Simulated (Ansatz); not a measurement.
**Where CCSD(T) holds and where it slips**

Each species is computed at the geometry given (Å), with frozen cores, in Ansatz 0.2.0: RHF-CCSD(T) for singlets, UHF-CCSD(T) otherwise, and full CI in the same basis. The program picks the determinant by a search with trial CCSD, so it needn't be the lowest Hartree–Fock solution. States: HMgBe doublet A', SiCl doublet Π, BCl triplet Π. Cases whose determinant has another symmetry than full CI's state, or lies over 0.5 eV above the lowest of its kind, whose (Q) step broke down or whose higher cluster runs on it stay over 0.1 eV above full CI weren't drawn.

Question: Judging by size, spin and bonding and the diagnostics given, rank them by the size of CCSD(T)'s error in total energy against full CI in the same basis, smallest first (an estimate).
A. SiCl, doublet, 6-31G: Si 0.000 0.000 0.000; Cl 0.000 0.000 3.338. T1 0.099, (T) -56 meV in a correlation energy of -2.29 eV
B. BCl, triplet, 6-31G: B 0.000 0.000 0.000; Cl 0.000 0.000 1.697. T1 0.019, (T) -58 meV in a correlation energy of -2.04 eV
C. HMgBe, doublet, cc-pVDZ: Be 1.483 0.000 1.176; Mg -0.583 0.000 -0.378; H 0.795 0.000 -1.414. T1 0.107, (T) -61 meV in a correlation energy of -2.27 eV

Answer: B (11.8 meV), C (33.7 meV), A (46.0 meV).

```json
{"species": "BCl, triplet", "basis": "6-31G", "correlated electrons": "10", "CCSD(T) − full CI (meV)": "11.8", "CCSDT(Q) − full CI (meV)": "-1.6", "unpaired electrons (full CI)": "2.02", "T1": "0.019", "⟨S²⟩ of the determinant": "2.01"}
{"species": "HMgBe, doublet", "basis": "cc-pVDZ", "correlated electrons": "5", "CCSD(T) − full CI (meV)": "33.7", "CCSDT(Q) − full CI (meV)": "0.4", "unpaired electrons (full CI)": "1.18", "T1": "0.107", "⟨S²⟩ of the determinant": "1.08"}
{"species": "SiCl, doublet", "basis": "6-31G", "correlated electrons": "11", "CCSD(T) − full CI (meV)": "46.0", "CCSDT(Q) − full CI (meV)": "-11.7", "unpaired electrons (full CI)": "1.19", "T1": "0.099", "⟨S²⟩ of the determinant": "1.45"}
```

Unpaired electrons are Σ n²(2−n)² over natural occupations; an open shell counts its own unpaired electrons too. Frozen cores follow each run's orbitals, which moves totals by a few meV.
